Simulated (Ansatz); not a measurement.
Results of r²SCAN (plane waves, PAW; Ansatz, a program for electronic structure) for In2O3 (Ia-3, No. 206).

Run with plane-wave cutoff 560 eV, 6×6×6 k mesh, Fermi–Dirac smearing 0.01 eV, scalar-relativistic PAW data made under PBE.

Cell (relaxed at this level):

```
CELL_PARAMETERS angstrom
     -5.07988     5.07988     5.07988
      5.07988    -5.07988     5.07988
      5.07988     5.07988    -5.07988
ATOMIC_POSITIONS crystal
  In 0.28395 0.53395 0.75000
  In 0.71605 0.46605 0.25000
  In 0.21605 0.96605 0.25000
  In 0.78395 0.03395 0.75000
  In 0.75000 0.28395 0.53395
  In 0.25000 0.71605 0.46605
  In 0.25000 0.21605 0.96605
  In 0.75000 0.78395 0.03395
  In 0.53395 0.75000 0.28395
  In 0.46605 0.25000 0.71605
  In 0.96605 0.25000 0.21605
  In 0.03395 0.75000 0.78395
  In 0.00000 0.50000 0.00000
  In 0.00000 0.00000 0.50000
  In 0.50000 0.50000 0.50000
  In 0.50000 0.00000 0.00000
  O  0.53681 0.77227 0.54472
  O  0.46319 0.22773 0.45528
  O  0.72755 0.99209 0.95528
  O  0.27245 0.00791 0.04472
  O  0.96319 0.50791 0.23546
  O  0.03681 0.49209 0.76454
  O  0.77245 0.72773 0.26454
  O  0.22755 0.27227 0.73546
  O  0.54472 0.53681 0.77227
  O  0.45528 0.46319 0.22773
  O  0.95528 0.72755 0.99209
  O  0.04472 0.27245 0.00791
  O  0.23546 0.96319 0.50791
  O  0.76454 0.03681 0.49209
  O  0.26454 0.77245 0.72773
  O  0.73546 0.22755 0.27227
  O  0.77227 0.54472 0.53681
  O  0.22773 0.45528 0.46319
  O  0.99209 0.95528 0.72755
  O  0.00791 0.04472 0.27245
  O  0.50791 0.23546 0.96319
  O  0.49209 0.76454 0.03681
  O  0.72773 0.26454 0.77245
  O  0.27227 0.73546 0.22755
```

Q: Estimate the band gap that the calculation returns.

A: 
- band gap = 1.66 eV (on the SCF k mesh)

Measured, for comparison: band gap 2.93 ± 0.1 eV (room temperature, not corrected to a static lattice; as tabulated in King et al. (2009), doi:10.1103/physrevb.79.205211).

Note: the relaxation could not lower the start's symmetry, so the cell can be a saddle point above a distorted one.

Spin–orbit coupling is not included.

Computed values are for the static lattice.

Computing time: around 30 core-minutes (rough).
